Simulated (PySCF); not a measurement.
CH₂, triplet: vertical spin and charge gaps

Geometry (PBE0/def2-TZVP stationary point for this spin, not checked as a minimum):

```xyz
3

C     0.0000   -0.0596    0.0000
H     0.0000    0.3549   -0.9962
H     0.0000    0.3549    0.9962
```

Basis cc-pVTZ; PySCF 2.14.0. Correlated methods freeze the noble-gas cores. Prefix R: restricted or restricted open-shell reference; prefix U: unrestricted.

Gaps are energies of the second state less the first, at fixed atoms, for a selection of the levels run; mean-field and cluster levels share one orbital occupation for each state, and full CI takes the lowest of the symmetries tried.

HF rows: RHF is the determinant under the cluster runs. The determinant for coupled cluster was chosen by a search with trial CCSD, here up to 0.06 eV above the lowest Hartree–Fock solution of its kind, and MP2 stands on that determinant too.

Question: PBE gives 10.552 eV for removing an electron, to the doublet. Estimate what RCCSDT gives in cc-pVTZ.

Answer: RCCSDT in cc-pVTZ gives 10.334 eV, so against it PBE is off by 0.218 eV, of which a good part can be the reference's own basis and frozen-core error.

| level | gap (eV) | error (meV) |
| --- | --- | --- |
| RHF | 9.612 | -722 |
| UMP2 | 10.315 | -19 |
| RCCSD(T) | 10.332 | -2 |
| UCCSD(T) | 10.333 | -1 |
| UCCSDT | 10.335 | 1 |
| r2SCAN | 10.644 | 310 |
| PBE0 | 10.517 | 183 |
| B3LYP | 10.431 | 97 |
| wB97M-V | 10.300 | -34 |
| B2PLYP | 10.292 | -42 |

Removing an electron, to the quartet: 15.564 eV at RCCSDT.

```
   level  gap (eV)  error (meV)
    UMP2    15.501          -63
   RCCSD    15.548          -16
UCCSD(T)    15.562           -2
  UCCSDT    15.562           -2
     PBE    15.543          -21
  r2SCAN    15.532          -32
   B3LYP    15.745          181
   BHLYP    15.663           99
 wB97M-V    15.607           43
  B2PLYP    15.632           68
```

Quintet less triplet: 11.389 eV at RCCSDT.

```json
{"level": "RHF", "gap (eV)": "11.101", "error (meV)": "-288"}
{"level": "RMP2", "gap (eV)": "11.429", "error (meV)": "40"}
{"level": "UMP2", "gap (eV)": "11.442", "error (meV)": "53"}
{"level": "RCCSD", "gap (eV)": "11.447", "error (meV)": "58"}
{"level": "UCCSD", "gap (eV)": "11.447", "error (meV)": "58"}
{"level": "RCCSD(T)", "gap (eV)": "11.399", "error (meV)": "10"}
{"level": "UCCSD(T)", "gap (eV)": "11.398", "error (meV)": "9"}
{"level": "UCCSDT", "gap (eV)": "11.389", "error (meV)": "0"}
{"level": "PBE", "gap (eV)": "11.134", "error (meV)": "-255"}
{"level": "r2SCAN", "gap (eV)": "11.187", "error (meV)": "-202"}
{"level": "PBE0", "gap (eV)": "11.339", "error (meV)": "-50"}
{"level": "B3LYP", "gap (eV)": "11.442", "error (meV)": "53"}
{"level": "wB97M-V", "gap (eV)": "11.543", "error (meV)": "154"}
{"level": "B2PLYP", "gap (eV)": "11.514", "error (meV)": "125"}
```

Full CI isn't at hand for all of this; RCCSDT serves as the reference. It lacks quadruple excitations. The frozen core follows each run's orbitals, which can shift R against U totals by a few meV.
